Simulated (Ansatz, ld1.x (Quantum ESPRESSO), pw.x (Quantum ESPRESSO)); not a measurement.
## Ag (Z = 47): does the ultrasoft potential hold in the solid?

- Element: silver
- Generator: ld1.x (Quantum ESPRESSO) 7.5
- Type: ultrasoft
- Functional: LDA (PW92)
- Relativity: scalar-relativistic
- Frozen core: [Ar] 3d10 4s2
- Valence charge: 17
- Reference configuration: 4p6 4d10 5s1 5p0
- Partial waves: 5s (bound): rcut 1.75, rcutus 2.40 bohr; 5s channel at 2.7 Ry: rcut 1.75, rcutus 2.40 bohr; 4p (bound): rcut 1.45, rcutus 1.60 bohr; 5p (bound, empty): rcut 1.45, rcutus 1.60 bohr; 4d (bound): rcut 1.25, rcutus 1.55 bohr; 4d channel at 3.6 Ry: rcut 1.25, rcutus 1.55 bohr
- Local potential: all-electron potential smoothed inside 1.45 bohr (lloc = -2)
- Core correction: Bessel-smoothed model core inside 1.00 bohr
- Augmentation charge: PSQ, radius 1.30 bohr

Crystal test: fcc Ag in pw.x 7.5, no spin, 14³ k-points, Fermi–Dirac smearing 0.01 Ry, cutoffs 100/800 Ry. The lattice is a test structure that the element need not adopt, and mesh and smearing are coarse.

pw.x input:

```
&control
  calculation='scf', prefix='x', pseudo_dir='./', outdir='./tmp', tstress=.true., disk_io='low'
/
&system
  ibrav=0, nat=1, ntyp=1, ecutwfc=100, ecutrho=800, nbnd=17,
  occupations='smearing', smearing='fd', degauss=0.01
/
&electrons
  conv_thr=1e-09, mixing_beta=0.4, electron_maxstep=70
/
ATOMIC_SPECIES
Ag 1.0 Ag.UPF
CELL_PARAMETERS angstrom
  0.00000000 2.00685150 2.00685150
  2.00685150 0.00000000 2.00685150
  2.00685150 2.00685150 0.00000000
ATOMIC_POSITIONS crystal
Ag 0.0000 0.0000 0.0000
K_POINTS automatic
14 14 14 0 0 0
```

```bash
pw.x < Ag.scf.in > Ag.scf.out
```

Task: How does the run end?

Result: It converges; the pressure is 2.24 GPa against -1.23 GPa from all-electron LAPW. This is a poor potential for the solid. Atomic configuration tests: 1 of 9 tests not solved or not reliable. The log shows:

```
     kinetic-energy cutoff     =     100.0000  Ry
     charge density cutoff     =     800.0000  Ry
     scf convergence threshold =      1.0E-09
     Exchange-correlation= PW
     number of k points=   104  Fermi-Dirac smearing, width (Ry)=  0.0100
     iteration #  1     ecut=   100.00 Ry     beta= 0.40
     total energy              =    -237.83530735 Ry
     estimated scf accuracy    <       0.12831007 Ry
     iteration #  2     ecut=   100.00 Ry     beta= 0.40
     total energy              =    -237.87037881 Ry
     estimated scf accuracy    <       0.01487455 Ry
     iteration #  3     ecut=   100.00 Ry     beta= 0.40
     total energy              =    -237.87248417 Ry
     estimated scf accuracy    <       0.00093094 Ry
     iteration #  4     ecut=   100.00 Ry     beta= 0.40
     total energy              =    -237.87260602 Ry
     estimated scf accuracy    <       0.00016984 Ry
     [... 2 iterations left out ...]
     iteration #  7     ecut=   100.00 Ry     beta= 0.40
     total energy              =    -237.87265155 Ry
     estimated scf accuracy    <       0.00000025 Ry
     iteration #  8     ecut=   100.00 Ry     beta= 0.40
     total energy              =    -237.87265153 Ry
     estimated scf accuracy    <       0.00000007 Ry
     iteration #  9     ecut=   100.00 Ry     beta= 0.40
     total energy              =    -237.87265154 Ry
     estimated scf accuracy    <          2.0E-09 Ry
     iteration # 10     ecut=   100.00 Ry     beta= 0.40
     the Fermi energy is    16.8478 ev
!    total energy              =    -237.87265155 Ry
     estimated scf accuracy    <          7.8E-10 Ry
     smearing contrib. (-TS)   =      -0.00115883 Ry
     The total energy is F=E-TS. E is the sum of the following terms:
     one-electron contribution =     -83.84154963 Ry
     hartree contribution      =      55.27788928 Ry
     xc contribution           =     -34.61301622 Ry
     ewald contribution        =    -174.69481615 Ry
     convergence has been achieved in  10 iterations
          total   stress  (Ry/bohr**3)                   (kbar)     P=       22.37
```
